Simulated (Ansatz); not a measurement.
# AlC+ (triplet): wave-function methods side by side, cc-pVTZ

One table from this session's results is given with a row withheld; the runs are named, their logs left out.

Program: Ansatz 0.2.0, Gaussian basis. Level of theory: cc-pVTZ, core rule «outside noble gas», up to 6 orbitals frozen. These are calculated values, not measurements.

The runs, in order: UHF; CCSD(T) on ROHF; CCSD(T) on UHF; BCCD(T) on ROHF; CISD; CCSDT(Q) on ROHF; CCSDT(Q) on UHF; CASSCF and MRCISD+Q, 6 electrons in 8 orbitals; CASSCF and NEVPT2, 6 electrons in 8 orbitals.

13 further runs of the same task are left out: 5 that didn't finish, 8 set aside as unsound or not needed.

## The geometry

The geometry is a PBE0/def2-TZVP stationary point (not a proven minimum) of the parent state, kept for this charge and spin.

2 atoms, charge 1, spin multiplicity 3.

Atoms are counted from 1 here; the program's logs count them from 0.

Bond lengths: Al1–C2 1.956 Å.

The first run:

in.yaml

```yaml
crystal:
  periodic: [false, false, false]
  atoms:
    - {symbol: Al, position_ang: [0.000000, 0.000000, 0.000000]}
    - {symbol: C, position_ang: [0.000000, 0.000000, 1.955903]}
basis:
  gaussian: {orbitals: cc-pVTZ}
total_charge: 1
magnetization: {spin_polarized: true, initial_magnetization: 2}
hamiltonian: {xc: hf}
output: {orbitals: {seedname: orbitals}}
```

Started as:

```console
ansatz run in.yaml --threads 1 --pin off --events-out ev --progress --plain --max-ram 2393MiB
```

Steps of the session up to this table: UHF; CCSD(T) on ROHF; CCSD(T) on UHF; BCCD(T) on ROHF; CISD; CCSDT(Q) on ROHF; CCSDT(Q) on UHF; CASSCF and MRCISD+Q, 6 electrons in 8 orbitals; CASSCF and NEVPT2, 6 electrons in 8 orbitals.

One table of the session follows, with a row left open; its other results are not shown here.

```
          method  from RCCSDT(Q) (meV)
            ROHF               +4976.5
             UHF               +3772.3
            RMP2               +1358.8
            UMP2               +1111.5
            CISD                +612.0
           RCCSD                     ?
           UCCSD                +337.2
        RCCSD(T)                 +81.4
        UCCSD(T)                +129.6
         BCCD(T)                +103.1
          RCCSDT                 +19.5
          UCCSDT                 +20.3
       RCCSDT(Q)                     0
       UCCSDT(Q)                  -4.9
  CASSCF valence               +2267.0
  NEVPT2 valence                +478.0
  MRCISD valence                +116.3
MRCISD+Q valence                 +28.8
```

Q: Estimate the row for RCCSD from the others.

As computed: from RCCSDT(Q) (meV): +353.2. In the column «from RCCSDT(Q) (meV)» it lies between UCCSD (+337.2) and NEVPT2 valence (+478.0).

To keep in mind: The determinant is far from a pure spin state, so its energy mixes those of several spin states (harmless only where they are near-degenerate, as at dissociation). Warnings: spin contamination; large T1 diagnostic. Restricted and unrestricted rows rest on different reference determinants; where their highest levels disagree by more than a few hundredths of an eV, they describe different states and don't form one ladder.
